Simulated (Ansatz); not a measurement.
Two isomers of C4H7NO: A = `C/C=N/C(C)=O`, B = `CN/C=C/C=O`.

Gas-phase electronic energies from Ansatz, PBE0-D4/def2-TZVP geometries. CCSD(T)/CBS is the MP2 limit (def2-TZVPP, def2-QZVPP) plus CCSD(T) − MP2 in def2-TZVPP, frozen cores. Double bonds are as drawn, so ΔE can hold a change between cis and trans. DFT in def2-TZVPP. B3LYP here is the variant with VWN-RPA as its local correlation; programs differ in this. One conformer a species, not always the lowest.

A:

Z-matrix (Å, degrees):
```
C
C 1 1.482
H 1 1.095 2 109.6
H 1 1.089 2 110.9 3 121.3
H 1 1.094 2 110.3 3 -116.9
N 2 1.264 1 122.5 3 -122.3
H 2 1.098 1 117.1 3 57.4
C 6 1.406 2 118.1 1 176.3
C 8 1.499 6 113.3 2 132.5
O 8 1.206 6 122.6 2 -51.1
H 9 1.093 8 109.1 6 63.5
H 9 1.088 8 110.0 6 -175.7
H 9 1.093 8 110.4 6 -53.5
```

B:

```xyz
13

C    -1.9459   -0.8171    0.8028
N    -0.6655   -0.9038    0.1523
C     0.1139    0.1599   -0.1045
C     1.3912    0.1509   -0.5487
C     2.0548    1.4008   -0.8056
O     3.1924    1.5339   -1.2025
H    -2.3779    0.1667    0.6156
H    -1.8784   -0.9611    1.8873
H    -2.6296   -1.5646    0.3959
H    -0.2448   -1.8151    0.0773
H    -0.3732    1.1206    0.0545
H     1.9393   -0.7699   -0.7211
H     1.4236    2.2988   -0.6032
```

(1) Which isomer does CCSD(T)/CBS put lower? Give the gap. (An estimate is asked.)

(2) Give E(B) − E(A) in kJ/mol with B3LYP, CCSD(T)/def2-SVP, B2PLYP, CCSD(T)/def2-TZVPP, LDA (SPW92), B3LYP-D4, BLYP-D4. (Best estimate.)

(3) Does the order hold for the free energy at 298.15 K (harmonic terms from PBE0-D4)? (An estimate is asked.)

Largest T1 diagnostic: 0.015.

## Answers

(1) Ansatz gave: A, by 51.8 kJ/mol.

(2) Computed: B3LYP 37.3, CCSD(T)/def2-SVP 60.8, B2PLYP 43.3, CCSD(T)/def2-TZVPP 55.2, LDA (SPW92) 25.3, B3LYP-D4 38.3, BLYP-D4 35.0. None reverses the order clearly.

(3) The calculation gave: Yes: G(B) − G(A) = +57.3 kJ/mol, for one conformer each.

From BLYP to BHLYP (50 % exact exchange), in def2-TZVPP and without D4, E(B) − E(A) moves by +10.2 kJ/mol. Leaving LDA and LC-ωPBE aside and taking each functional with its dispersion term where it has one, the values, not all of them listed here, spread over 19.6 kJ/mol, from PBE-D4 to ωB97X-V. LDA lies −7.5 kJ/mol from PBE without D4.
